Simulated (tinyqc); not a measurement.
Worked calculation: RHF in the sto-3g basis, for HF, spin multiplicity 1. Computed by tinyqc, a small Python program that keeps every step (integrals from PySCF). Settings: charge = 0, multiplicity = 1, basis = sto-3g, energy threshold = 1e-08, iteration cap = 59, orthogonalisation = canonical, start = atomic densities, DIIS depth = 6, method = RHF. Command: `OMP_NUM_THREADS=1 python tinyqc.py 26103 26104 out.jsonl` (the two numbers bound the seeds that draw the settings). One thread of a shared host (Intel(R) Xeon(R) Processor @ 2.60GHz), about 0.1 s of CPU time with the checks. Later iterations appear only in the table of the cycle.

## One-electron integrals

Geometry (angstrom):
```
atom         x         y         z
F     0.000000  0.000000  0.000000
H     0.000000  0.000000  0.934000
```

Basis sto-3g: exponents (1/bohr^2) and contraction coefficients of normalised primitives:
```
element  l (shell)    exponent  coefficient
F            s (1)  166.679130     0.154329
F            s (1)   30.360812     0.535328
F            s (1)    8.216821     0.444635
F            s (2)    6.464803    -0.099967
F            s (2)    1.502281     0.399513
F            s (2)    0.488588     0.700115
F            p (3)    6.464803     0.155916
F            p (3)    1.502281     0.607684
F            p (3)    0.488588     0.391957
H            s (1)    3.425251     0.154329
H            s (1)    0.623914     0.535328
H            s (1)    0.168855     0.444635
```

Overlap, kinetic and nuclear-attraction integrals over the contracted functions; the nuclear repulsion is the sum of Za Zb / Rab.

nuclear repulsion = 5.09913801 hartree

overlap S, lower triangle:
```
           1F 1s     1F 2s    1F 2px    1F 2py    1F 2pz     2H 1s
1F 1s   1.000000
1F 2s   0.237990  1.000000
1F 2px  0.000000  0.000000  1.000000
1F 2py  0.000000  0.000000  0.000000  1.000000
1F 2pz  0.000000  0.000000  0.000000  0.000000  1.000000
2H 1s   0.047517  0.437545  0.000000  0.000000  0.343341  1.000000
```

kinetic energy T (hartree), lower triangle:
```
            1F 1s     1F 2s    1F 2px    1F 2py    1F 2pz     2H 1s
1F 1s   36.984577
1F 2s   -0.212858  1.037995
1F 2px   0.000000  0.000000  3.248015
1F 2py   0.000000  0.000000  0.000000  3.248015
1F 2pz   0.000000  0.000000  0.000000  0.000000  3.248015
2H 1s   -0.000997  0.119693  0.000000  0.000000  0.261244  0.760032
```

nuclear attraction V (hartree), lower triangle:
```
             1F 1s       1F 2s      1F 2px      1F 2py      1F 2pz      2H 1s
1F 1s   -77.576151
1F 2s    -9.311647  -12.103878
1F 2px    0.000000    0.000000  -11.973672
1F 2py    0.000000    0.000000    0.000000  -11.973672
1F 2pz   -0.014514   -0.174330    0.000000    0.000000  -12.085700
2H 1s    -1.915562   -4.092389    0.000000    0.000000   -2.849855  -6.122694
```

core Hamiltonian H = T + V (hartree), lower triangle:
```
             1F 1s       1F 2s     1F 2px     1F 2py     1F 2pz      2H 1s
1F 1s   -40.591574
1F 2s    -9.524504  -11.065883
1F 2px    0.000000    0.000000  -8.725658
1F 2py    0.000000    0.000000   0.000000  -8.725658
1F 2pz   -0.014514   -0.174330   0.000000   0.000000  -8.837685
2H 1s    -1.916559   -3.972695   0.000000   0.000000  -2.588611  -5.362662
```

## Two-electron integrals

Functions are numbered as in S; the eight-fold symmetry (ij|kl) = (ji|kl) = (kl|ij) leaves the list below.

Two-electron integrals (ij|kl) in chemists' order, unique and non-zero (hartree):
```
(11|11) 5.403501   (21|11) 0.841920   (21|21) 0.156299   (22|11) 1.268028
(22|21) 0.292344   (22|22) 0.926167   (31|31) 0.027998   (32|31) 0.043169
(32|32) 0.204588   (33|11) 1.264502   (33|21) 0.292403   (33|22) 0.925959
(33|33) 0.997514   (41|41) 0.027998   (42|41) 0.043169   (42|42) 0.204588
(43|43) 0.053770   (44|11) 1.264502   (44|21) 0.292403   (44|22) 0.925959
(44|33) 0.889973   (44|44) 0.997514   (51|51) 0.027998   (52|51) 0.043169
(52|52) 0.204588   (53|53) 0.053770   (54|54) 0.053770   (55|11) 1.264502
(55|21) 0.292403   (55|22) 0.925959   (55|33) 0.889973   (55|44) 0.889973
(55|55) 0.997514   (61|11) 0.170895   (61|21) 0.031438   (61|22) 0.058361
(61|33) 0.058275   (61|44) 0.058275   (61|51) 0.001284   (61|52) 0.002396
(61|55) 0.058542   (61|61) 0.006388   (62|11) 0.410849   (62|21) 0.095899
(62|22) 0.336447   (62|33) 0.331682   (62|44) 0.331682   (62|51) 0.006496
(62|52) 0.049639   (62|55) 0.345658   (62|61) 0.019538   (62|62) 0.147445
(63|31) 0.010301   (63|32) 0.060042   (63|53) 0.010578   (63|63) 0.022429
(64|41) 0.010301   (64|42) 0.060042   (64|54) 0.010578   (64|64) 0.022429
(65|11) 0.269938   (65|21) 0.063849   (65|22) 0.239895   (65|33) 0.229465
(65|44) 0.229465   (65|51) 0.014105   (65|52) 0.093892   (65|55) 0.260487
(65|61) 0.013584   (65|62) 0.128835   (65|65) 0.134206   (66|11) 0.543353
(66|21) 0.128916   (66|22) 0.519818   (66|33) 0.501570   (66|44) 0.501570
(66|51) 0.011581   (66|52) 0.122617   (66|55) 0.555700   (66|61) 0.026465
(66|62) 0.284530   (66|65) 0.288761   (66|66) 0.774606
```

## Orthogonalisation

S = U s U^T; canonical form X = U s^(-1/2), so that X^T S X = 1. Each column of U has its largest component positive (the first on a tie).

eigenvalues of S: 0.424814  0.845658  1.000000  1.000000  1.124259  1.605269

X:
```
                1          2          3         4          5         6
1F 1s    0.289514   0.764901   0.000000  0.000000  -0.588677  0.223267
1F 2s   -0.906094  -0.444277   0.000000  0.000000  -0.351366  0.463933
1F 2px   0.000000   0.000000   0.935062  0.354485   0.000000  0.000000
1F 2py   0.000000   0.000000  -0.354485  0.935062   0.000000  0.000000
1F 2pz  -0.617011   0.576891   0.000000  0.000000   0.609012  0.295161
2H 1s    1.033656  -0.259329   0.000000  0.000000   0.220409  0.520333
```

Within a degenerate level the vectors are fixed only up to a rotation; this is one choice.

## Starting guess

The start is atomic minimal-basis densities projected into this basis (PySCF's MINAO start) and scaled to the electron count of each spin; this density is not idempotent, so its energy is not variational and may lie below the converged one.

D at the start, lower triangle:
```
            1F 1s      1F 2s    1F 2px    1F 2py    1F 2pz     2H 1s
1F 1s    2.156755
1F 2s   -0.504533   2.131912
1F 2px   0.000000   0.000000  1.637020
1F 2py   0.000000   0.000000  0.000000  1.637020
1F 2pz   0.016483  -0.093876  0.000000  0.000000  1.507884
2H 1s   -0.016640   0.040676  0.000000  0.000000  0.163597  1.023203
```

## Iteration 1: building the Fock matrix

J_ij = sum D_kl (ij|kl), K_ij = sum D_kl (ik|jl); F = H + J - 0.5 K; E = tr D H + tr D J / 2 - 0.25 tr D K + E_nn.

Coulomb J (hartree), lower triangle:
```
            1F 1s     1F 2s    1F 2px    1F 2py    1F 2pz     2H 1s
1F 1s   20.226574
1F 2s    3.839154  9.478005
1F 2px   0.000000  0.000000  9.451392
1F 2py   0.000000  0.000000  0.000000  9.451392
1F 2pz   0.009769  0.123153  0.000000  0.000000  9.504168
2H 1s    0.772838  3.449285  0.000000  0.000000  2.505497  5.516780
```

exchange K (hartree), lower triangle:
```
            1F 1s     1F 2s    1F 2px    1F 2py    1F 2pz     2H 1s
1F 1s   11.275400
1F 2s    1.947238  3.186222
1F 2px   0.000000  0.000000  2.285991
1F 2py   0.000000  0.000000  0.000000  2.285991
1F 2pz   0.013768  0.113741  0.000000  0.000000  2.362886
2H 1s    0.430829  1.376262  0.000000  0.000000  0.909597  1.469789
```

Fock matrix F (hartree), lower triangle:
```
             1F 1s      1F 2s     1F 2px     1F 2py     1F 2pz      2H 1s
1F 1s   -26.002700
1F 2s    -6.658969  -3.180988
1F 2px    0.000000   0.000000  -0.417261
1F 2py    0.000000   0.000000   0.000000  -0.417261
1F 2pz   -0.011629  -0.108048   0.000000   0.000000  -0.514960
2H 1s    -1.359135  -1.211541   0.000000   0.000000  -0.537912  -0.580777
```

total energy of this density = -99.43701949 hartree

This density is the starting one; it is not idempotent, so its energy is not variational and may lie below the converged one.

## Iteration 1: diagonalisation and new density

Diagonalise F' = X^T F X, C = X C', fill 5 alpha and 5 beta electrons from the bottom; D = 2 C_occ C_occ^T. Each column has its largest component positive (the first on a tie).

F' = X^T F X (hartree), lower triangle:
```
           1           2          3          4           5          6
1  -0.088589
2  -2.305468  -11.059892
3   0.000000    0.000000  -0.417261
4   0.000000    0.000000   0.000000  -0.417261
5   1.792347   10.750145   0.000000   0.000000  -11.927101
6  -0.568652   -5.672406   0.000000   0.000000    6.340651  -4.659500
```

orbital energies (hartree): MO1 -26.012757, MO2 -1.605155, MO3 -0.625268, MO4 -0.417261, MO5 -0.417261, MO6 0.508098

coefficients C:
```
              MO1        MO2        MO3       MO4        MO5        MO6
1F 1s    0.994650  -0.250288   0.070709  0.000000   0.000000   0.091152
1F 2s    0.022611   0.941325  -0.356398  0.000000   0.000000  -0.586052
1F 2px   0.000000   0.000000   0.000000  0.066986   0.997754   0.000000
1F 2py   0.000000   0.000000   0.000000  0.997754  -0.066986   0.000000
1F 2pz   0.002178   0.088766   0.796858  0.000000   0.000000  -0.727087
2H 1s   -0.004947   0.153341   0.388532  0.000000   0.000000   1.131605
```

D after iteration 1, lower triangle:
```
            1F 1s      1F 2s    1F 2px    1F 2py    1F 2pz     2H 1s
1F 1s    2.113943
1F 2s   -0.476626   2.027246
1F 2px   0.000000   0.000000  2.000000
1F 2py   0.000000   0.000000  0.000000  2.000000
1F 2pz   0.072589  -0.400783  0.000000  0.000000  1.285735
2H 1s   -0.031654   0.011519  0.000000  0.000000  0.646411  0.348990
```

Within a degenerate level the vectors are fixed only up to a rotation; this is one choice.

## Iteration 2: building the Fock matrix

As before.

Coulomb J (hartree), lower triangle:
```
            1F 1s     1F 2s    1F 2px    1F 2py    1F 2pz     2H 1s
1F 1s   20.411815
1F 2s    3.896752  9.669414
1F 2px   0.000000  0.000000  9.666393
1F 2py   0.000000  0.000000  0.000000  9.666393
1F 2pz  -0.008193  0.007446  0.000000  0.000000  9.648882
2H 1s    0.783085  3.459482  0.000000  0.000000  2.452047  5.352212
```

exchange K (hartree), lower triangle:
```
            1F 1s      1F 2s    1F 2px    1F 2py    1F 2pz     2H 1s
1F 1s   11.078771
1F 2s    1.922074   3.128006
1F 2px   0.000000   0.000000  2.626720
1F 2py   0.000000   0.000000  0.000000  2.626720
1F 2pz   0.003208  -0.098545  0.000000  0.000000  2.315273
2H 1s    0.405516   1.189479  0.000000  0.000000  0.854282  1.103285
```

Fock matrix F (hartree), lower triangle:
```
             1F 1s      1F 2s     1F 2px     1F 2py     1F 2pz      2H 1s
1F 1s   -25.719144
1F 2s    -6.588790  -2.960472
1F 2px    0.000000   0.000000  -0.372625
1F 2py    0.000000   0.000000   0.000000  -0.372625
1F 2pz   -0.024311  -0.117612   0.000000   0.000000  -0.346439
2H 1s    -1.336232  -1.107953   0.000000   0.000000  -0.563705  -0.562093
```

total energy of this density = -98.54046894 hartree

## Iteration 2: DIIS over 2 matrices

error matrix X^T (FDS - SDF) X:
```
          1          2         3         4          5          6
1  0.000000  -0.071857  0.000000  0.000000  -0.188862  -0.118970
2  0.071857   0.000000  0.000000  0.000000   0.062555   0.056978
3  0.000000   0.000000  0.000000  0.000000   0.000000   0.000000
4  0.000000   0.000000  0.000000  0.000000   0.000000   0.000000
5  0.188862  -0.062555  0.000000  0.000000   0.000000   0.046188
6  0.118970  -0.056978  0.000000  0.000000  -0.046188   0.000000
```

B (overlaps of the stored error matrices):
```
               1              2
1  4.6924596e+00  7.7926886e-02
2  7.7926886e-02  1.2855838e-01
```

Minimise |sum c_i e_i|^2 with sum c_i = 1: solve [B -1; -1 0][c; lambda] = [0; -1] with B_ij = tr e_i^T e_j, and take F = sum c_i F_i.

DIIS coefficients: 0.010853  0.989147

extrapolated F (hartree), lower triangle:
```
             1F 1s      1F 2s     1F 2px     1F 2py     1F 2pz      2H 1s
1F 1s   -25.722221
1F 2s    -6.589551  -2.962865
1F 2px    0.000000   0.000000  -0.373109
1F 2py    0.000000   0.000000   0.000000  -0.373109
1F 2pz   -0.024173  -0.117508   0.000000   0.000000  -0.348268
2H 1s    -1.336481  -1.109077   0.000000   0.000000  -0.563425  -0.562296
```

## Iteration 2: diagonalisation and new density

As before.

F' = X^T F X (hartree), lower triangle:
```
           1           2          3          4           5          6
1   0.008860
2  -2.296763  -10.827163
3   0.000000    0.000000  -0.373109
4   0.000000    0.000000   0.000000  -0.373109
5   1.699322   10.725167   0.000000   0.000000  -11.727090
6  -0.651581   -5.665581   0.000000   0.000000    6.250868  -4.522012
```

orbital energies (hartree): MO1 -25.732353, MO2 -1.400682, MO3 -0.541745, MO4 -0.373109, MO5 -0.373109, MO6 0.607374

coefficients C:
```
              MO1        MO2        MO3        MO4       MO5        MO6
1F 1s    0.994618  -0.246109   0.089909   0.000000  0.000000   0.085805
1F 2s    0.022886   0.919338  -0.454550   0.000000  0.000000  -0.552048
1F 2px   0.000000   0.000000   0.000000  -0.399966  0.916530   0.000000
1F 2py   0.000000   0.000000   0.000000   0.916530  0.399966   0.000000
1F 2pz   0.002907   0.111289   0.710770   0.000000  0.000000  -0.808662
2H 1s   -0.005689   0.182295   0.500124   0.000000  0.000000   1.082421
```

D after iteration 2, lower triangle:
```
            1F 1s      1F 2s    1F 2px    1F 2py    1F 2pz     2H 1s
1F 1s    2.115835
1F 2s   -0.488728   2.104646
1F 2px   0.000000   0.000000  2.000000
1F 2py   0.000000   0.000000  0.000000  2.000000
1F 2pz   0.078814  -0.441403  0.000000  0.000000  1.035176
2H 1s   -0.011114  -0.119742  0.000000  0.000000  0.751488  0.566776
```

Within a degenerate level the vectors are fixed only up to a rotation; this is one choice.

## Iteration 6 (converged): orbitals

converged F (hartree), lower triangle:
```
             1F 1s      1F 2s     1F 2px     1F 2py     1F 2pz      2H 1s
1F 1s   -25.891757
1F 2s    -6.622936  -3.044730
1F 2px    0.000000   0.000000  -0.463652
1F 2py    0.000000   0.000000   0.000000  -0.463652
1F 2pz   -0.023827  -0.094824   0.000000   0.000000  -0.353229
2H 1s    -1.342994  -1.119380   0.000000   0.000000  -0.573350  -0.578316
```

As before.

F' = X^T F X (hartree), lower triangle:
```
           1           2          3          4           5          6
1  -0.020750
2  -2.349371  -10.930694
3   0.000000    0.000000  -0.463652
4   0.000000    0.000000   0.000000  -0.463652
5   1.682992   10.775731   0.000000   0.000000  -11.821711
6  -0.648556   -5.682473   0.000000   0.000000    6.298260  -4.563047
```

orbital energies (hartree): MO1 -25.901553, MO2 -1.465979, MO3 -0.580122, MO4 -0.463652, MO5 -0.463652, MO6 0.611451

coefficients C:
```
              MO1        MO2        MO3        MO4       MO5        MO6
1F 1s    0.994720  -0.249861   0.080617   0.000000  0.000000   0.082964
1F 2s    0.022466   0.940983  -0.424129   0.000000  0.000000  -0.539668
1F 2px   0.000000   0.000000   0.000000   0.971002  0.239070   0.000000
1F 2py   0.000000   0.000000   0.000000  -0.239070  0.971002   0.000000
1F 2pz   0.002829   0.084584   0.700247   0.000000  0.000000  -0.820984
2H 1s   -0.005582   0.154910   0.526973   0.000000  0.000000   1.073916
```

D after iteration 6, lower triangle:
```
            1F 1s      1F 2s    1F 2px    1F 2py    1F 2pz     2H 1s
1F 1s    2.116794
1F 2s   -0.493919   2.131678
1F 2px   0.000000   0.000000  2.000000
1F 2py   0.000000   0.000000  0.000000  2.000000
1F 2pz   0.076263  -0.434678  0.000000  0.000000  0.995016
2H 1s   -0.003552  -0.155725  0.000000  0.000000  0.764197  0.603458
```

Within a degenerate level the vectors are fixed only up to a rotation; this is one choice.

## Convergence

Stop when the energy changes by less than 1e-08 hartree and every element of the error matrix X^T (F D S - S D F) X is below 3e-05.

Course of the cycle:
```
iteration   E (hartree)     change  largest element of the error matrix
1          -99.43701949          -                             1.03e+00
2          -98.54046894   8.97e-01                             1.89e-01
3          -98.57149783  -3.10e-02                             2.81e-02
4          -98.57221708  -7.19e-04                             4.15e-03
5          -98.57222507  -7.99e-06                             8.51e-05
6          -98.57222507  -3.38e-09                             1.21e-06
```

PySCF RHF in the same basis = -98.57222507 hartree

Converged in 6 iterations.

## Populations, bond orders and dipole

Mulliken: Z minus the diagonal of D S on the atom; Loewdin: the same with S^(1/2) D S^(1/2); Mayer order: 2 sum_s sum (D(s) S)_ij (D(s) S)_ji over the two atoms.

Charges (e):
```
atom   Mulliken    Loewdin
1F    -0.202468  -0.147322
2H     0.202468   0.147322
```

Mayer bond orders:
```
pair     order
2-1   0.959007
```

dipole moment about the origin, x y z (debye): 0.000000  0.000000  1.272182
